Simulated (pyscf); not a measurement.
PySCF, gas phase, ωB97X-D3(BJ)/def2-SVP geometries. Correlated levels are frozen-core, on RHF or UHF. ΔMP2 is the change of the MP2 total energy from the triple- to the quadruple-zeta basis.

For H₃C–InH–NH₂ (SMILES [CH3][InH][NH2]) → H₃C–In (SMILES [CH3][In]) [singlet] + NH₃ (SMILES N), a 1,1-elimination (singlet surface; In–N, H–In broken, H–N formed), PBE/def2-TZVP gives ΔE‡ = 40.1 kcal/mol and ΔE = -0.5 kcal/mol (zero: the reactant's lowest minimum found). In which direction and how far do r²SCAN/def2-TZVP, B3LYP-D3(BJ)/def2-TZVP, CCSD(T)/def2-TZVPP + ΔMP2(QZVPP) move these?

r²SCAN: ΔE‡ = 44.6 kcal/mol, ΔE = +3.6 kcal/mol; B3LYP-D3(BJ): ΔE‡ = 46.2 kcal/mol, ΔE = -2.2 kcal/mol; CCSD(T): ΔE‡ = 49.5 kcal/mol, ΔE = +2.3 kcal/mol. PBE's barrier lies under all of them, by 4.6 to 9.4 kcal/mol. Its reaction energy lies among theirs. On the product side the descent ends in a bound adduct, 10.9 kcal/mol under the separated species and 60.0 kcal/mol under the saddle at ωB97X-D3(BJ)/def2-TZVP. At ωB97X-D3(BJ)/def2-TZVP the barrier from the zero used here is 55.4 kcal/mol. This is the saddle that the search found; another between the same sides may lie lower. The CCSD(T) − MP2 part came from Ansatz, without density fitting, on the same reference. The frozen core leaves the outer d or s,p core shells of the metals and heavy elements correlated in the MP2 and CC values, and def2-TZVPP describes them poorly, which can shift differences by a few kcal/mol. Elements past Kr carry the def2 core potentials, without spin-orbit coupling.
